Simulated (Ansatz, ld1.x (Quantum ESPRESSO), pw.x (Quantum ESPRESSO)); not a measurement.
## From atom to crystal: ultrasoft potential for F

F, ultrasoft, made with ld1.x (Quantum ESPRESSO) 7.5 (PBEsol, scalar-relativistic). Core [He], reference 2s2 2p5. Waves: 2s (bound): rcut 0.54, rcutus 0.76 bohr; 2s channel at 0.35 Ry: rcut 0.54, rcutus 0.76 bohr; 2p (bound): rcut 1.70, rcutus 2.20 bohr; 2p channel at 2.95 Ry: rcut 1.70, rcutus 2.20 bohr; 3d channel at 0.1 Ry: rcut 1.60, rcutus 1.86 bohr; 3d channel at 2.7 Ry: rcut 1.60, rcutus 1.86 bohr. Local part: all-electron potential smoothed inside 1.86 bohr (lloc = -2). Core correction: Bessel-smoothed model core inside 0.70 bohr. Augmentation charge: PSQ, inside the norm-conserving radii.

Atomic tests: cutoffs needed: 35 Ry and 70 Ry (the cutoffs (Ry, on a coarse ladder) from which the occupation-weighted sum of valence levels, in a spherical-Bessel basis at the reference potential, stays within 10 and 1 mRy of its value at 400 Ry); ghost test: no extra level below or beside the all-electron valence levels (s, p, d, f tested) (spherical-Bessel basis up to 400 Ry, 20 bohr box); largest excitation error: +968 meV (all-electron minus pseudo) for 2s2 2p2, out of 7 test configurations.

Crystal test: bcc F in pw.x 7.5, no spin, 17³ k-points, Fermi–Dirac smearing 0.01 Ry, cutoffs 85/900 Ry. The reference is all-electron LAPW (Ansatz 0.2.0) with the same functional, mesh and smearing; V0 and B0 come from Birch–Murnaghan fits to the pressures at five volumes. Errors are pseudo minus all-electron; Δ is the rms difference of the E(V) curves that follow from these fits, minima aligned, over ±6 % about the mean V0. Mesh and smearing are coarse, so the numbers serve the comparison and aren't converged zero-temperature values; the lattice is a test structure that the element need not adopt.

All-electron: a0 = 2.651 Å (V0 = 9.31 Å³/atom), B0 = 66.5 GPa.

**Question.** How far does the potential miss the all-electron equation of state?

**Answer.** mean pressure error (GPa): +5.67. The pressure does not cross zero within the volumes sampled, so no fit is given. This is a poor potential for the solid.

```tsv
V (Å³/atom)	P all-electron (GPa)	P pseudo (GPa)
8.870	3.71	10.63
9.104	1.60	7.85
9.337	-0.18	5.43
9.570	-1.69	3.35
9.804	-2.96	1.57
```

**Question.** At the middle volume, how do free energy and pressure move when the wave cutoff is lowered (ecutrho held at 900 Ry)?

**Answer.**

```json
{"cutoff (Ry)": "38", "shift of F (meV/atom)": "+102.9", "shift of P (GPa)": "-2.83"}
{"cutoff (Ry)": "51", "shift of F (meV/atom)": "+29.1", "shift of P (GPa)": "-2.07"}
{"cutoff (Ry)": "68", "shift of F (meV/atom)": "+1.2", "shift of P (GPa)": "-0.22"}
```

The run at the middle volume (165 k-points, 5 iterations) took about 9.3 s on one core of a shared host (Intel(R) Xeon(R) 6975P-C, 192 threads, 378 GiB, load 91).
